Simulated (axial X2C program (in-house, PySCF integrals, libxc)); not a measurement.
Density and ELF of SiO⁺

All values were computed with an in-house relativistic program for diatomic molecules. Two-component (2c) means X2C with spin–orbit coupling and atomic mean-field two-electron Coulomb and Gaunt terms. Basis: Si dyall-v3z [8s7p2d1f], O dyall-av3z [7s6p3d2f] (cores contracted in-house); Gaussian nuclei, density fitting, unrestricted open shells. Masses: Si 27.977 u, O 15.995 u.

PBE0, 2c, state Ω = 1/2 (⟨Sz⟩ = 0.50, ⟨Lz⟩ = 0.00 at PBE0); Si at z = 0, O at z = 1.532 Å.

The maps cover the half plane through the axis: z from -2.4 to 3.6 Å along the bond, ρ from 0.15 to 2.25 Å away from it.

log10 of the density in e/bohr³:

```
 ρ\z  -2.4  -1.8  -1.2  -0.6   0.0   0.6   1.2   1.8   2.4   3.0   3.6
0.15  -3.6  -2.6  -1.6  -0.9   1.1  -0.8  -0.1  -0.1  -1.3  -2.7  -4.0
0.45  -3.7  -2.6  -1.8  -1.2  -0.3  -1.0  -0.4  -0.4  -1.5  -2.8  -4.1
0.75  -3.8  -2.8  -2.0  -1.4  -1.3  -1.2  -1.0  -1.0  -1.9  -3.0  -4.3
1.05  -4.0  -3.1  -2.3  -1.8  -1.6  -1.6  -1.5  -1.7  -2.3  -3.4  -4.5
1.35  -4.3  -3.4  -2.6  -2.2  -2.0  -2.1  -2.1  -2.3  -2.8  -3.7  -4.8
1.65  -4.6  -3.8  -3.1  -2.6  -2.5  -2.5  -2.6  -2.8  -3.3  -4.1  -5.1
1.95  -5.0  -4.2  -3.5  -3.1  -3.0  -3.0  -3.1  -3.4  -3.9  -4.5  -5.4
2.25  -5.4  -4.6  -4.0  -3.7  -3.5  -3.5  -3.7  -3.9  -4.4  -5.0  -5.7
```

Electron localisation function (collinear form, no current term, damped to 0 at low density):

```
 ρ\z  -2.4  -1.8  -1.2  -0.6   0.0   0.6   1.2   1.8   2.4   3.0   3.6
0.15  0.09  0.97  0.99  0.10  0.51  0.07  0.56  0.42  0.69  0.11  0.00
0.45  0.06  0.96  0.99  0.27  0.52  0.23  0.83  0.87  0.63  0.09  0.00
0.75  0.02  0.92  0.99  0.89  0.12  0.55  0.79  0.83  0.49  0.06  0.00
1.05  0.00  0.75  0.98  0.97  0.70  0.55  0.60  0.63  0.28  0.03  0.00
1.35  0.00  0.28  0.92  0.94  0.71  0.40  0.36  0.33  0.12  0.01  0.00
1.65  0.00  0.03  0.60  0.77  0.48  0.21  0.17  0.12  0.03  0.00  0.00
1.95  0.00  0.00  0.08  0.28  0.17  0.08  0.06  0.03  0.00  0.00  0.00
2.25  0.00  0.00  0.00  0.02  0.03  0.02  0.01  0.00  0.00  0.00  0.00
```

Axial spin density in 10⁻³ e/bohr³:

```
 ρ\z  -2.4  -1.8  -1.2  -0.6  0.0   0.6    1.2    1.8   2.4  3.0  3.6
0.15   0.2   1.8  13.5  24.6  3.3  13.1  165.8  242.4  17.3  0.8  0.0
0.45   0.1   1.5  10.2  24.3  0.5   2.0   24.5   39.1   8.5  0.5  0.0
0.75   0.1   1.0   5.9  15.1  2.2  -3.2    0.9    4.4   2.6  0.2  0.0
1.05   0.1   0.5   2.8   6.4  1.4  -2.1   -0.7    0.5   0.6  0.1  0.0
1.35   0.0   0.2   1.1   2.2  0.6  -0.8   -0.3    0.0   0.1  0.0  0.0
1.65   0.0   0.1   0.4   0.7  0.2  -0.2   -0.1    0.0   0.0  0.0  0.0
1.95   0.0   0.0   0.1   0.2  0.1  -0.1   -0.1    0.0   0.0  0.0  0.0
2.25   0.0   0.0   0.0   0.1  0.0   0.0    0.0    0.0   0.0  0.0  0.0
```

Occupations by symmetry block were frozen at the best pattern of an incomplete PBE0 search. Density functionals use the spin component along the axis (collinear).
